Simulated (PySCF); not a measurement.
Rows and methods have been separated. Pair them.

Compound: CH₅ClSi.
SMILES with atom numbers: `[SiH3:1][CH2:2][Cl:3]` (hydrogens: H4, H5, H6 on Si1; H7, H8 on C2)

Structure used (PBE0-D3(BJ)/def2-SVP), in Å, numbered top down from 1:
```xyz
8
CH5ClSi angstrom
Si    -0.222    0.526    0.340
C      1.665    0.382    0.379
Cl     2.371    1.871    1.083
H     -0.734    0.705    1.728
H     -0.612    1.693   -0.503
H     -0.795   -0.727   -0.246
H      2.083    0.255   -0.630
H      1.994   -0.470    0.991
```

The closed-shell ground state was solved 7 times with PySCF (density fitting, gas phase), always in the pcSseg-2 basis (192 functions), with these functionals: B97-2, BHandHLYP, CAM-B3LYP, HF, PBE, mPW1PW91 and wB97X-D.

| row | total energy (Eh) | HOMO (eV) | LUMO (eV) | dipole (D) |
| --- | --- | --- | --- | --- |
| P | -789.2511 | -11.34 | 2.40 | 1.99 |
| Q | -790.8765 | -8.21 | -0.16 | 1.76 |
| R | -790.4526 | -6.86 | -1.04 | 1.66 |
| S | -790.8869 | -7.94 | -0.16 | 1.75 |
| T | -790.8233 | -9.41 | 0.59 | 1.85 |
| U | -790.8369 | -10.06 | 1.58 | 1.80 |
| V | -790.8496 | -9.56 | 0.74 | 1.81 |

**Question.** Which functional belongs to which row?

**Answer.** P = HF, Q = mPW1PW91, R = PBE, S = B97-2, T = BHandHLYP, U = wB97X-D, V = CAM-B3LYP. By rising HOMO–LUMO gap: PBE (GGA) 5.82 eV; B97-2 (global hybrid, 21 % exact exchange) 7.78 eV; mPW1PW91 (global hybrid, 25 % exact exchange) 8.05 eV; BHandHLYP (global hybrid, 50 % exact exchange) 10.00 eV; CAM-B3LYP (range-separated hybrid) 10.30 eV; wB97X-D (range-separated hybrid) 11.64 eV; HF (all exact exchange) 13.74 eV. Total energies of different functionals aren't bounds to one another; each is stationary for its own functional.

Note: wB97X-D ran without an empirical dispersion term, which enters the total energy and its gradient alone.
